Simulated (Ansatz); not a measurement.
# BHS: the cost of one run

Computed with Ansatz 0.2.0, Gaussian basis. Level: def2-QZVPP, core rule «outside noble gas», up to 6 orbitals frozen.

The runs, in order: UHF; ROHF; CCSD(T) on UHF.

2 further runs of the same task are left out: 2 set aside as unsound or not needed.

### 1 The system

The geometry is a PBE0/def2-TZVP stationary point (not a proven minimum).

3 atoms, charge 0, spin multiplicity 3.

Atoms are counted from 1 here; the program's logs count them from 0.

Bond lengths: B1–S2 1.769 Å, B1–H3 1.201 Å. Angles: S2–B1–H3 116.3°.

### 2 UHF

in.yaml reads:

```yaml
crystal:
  periodic: [false, false, false]
  atoms:
    - {symbol: B, position_ang: [0.000000, -0.194210, 1.266050]}
    - {symbol: S, position_ang: [0.000000, 0.040248, -0.487697]}
    - {symbol: H, position_ang: [0.000000, 0.802670, 1.935360]}
basis:
  gaussian: {orbitals: "def2-QZVPP.json"}
magnetization: {spin_polarized: true, initial_magnetization: 2}
hamiltonian: {xc: hf}
output: {orbitals: {seedname: orbitals}}
```

The run is started by

```sh
$ ansatz run in.yaml --threads 1 --pin off --events-out ev --progress --plain --max-ram 2393MiB
```

What time and memory should one allow on 1 thread of Arm Neoverse V1, shared host?

About 6.5 s, with a peak of 0.28 GiB.
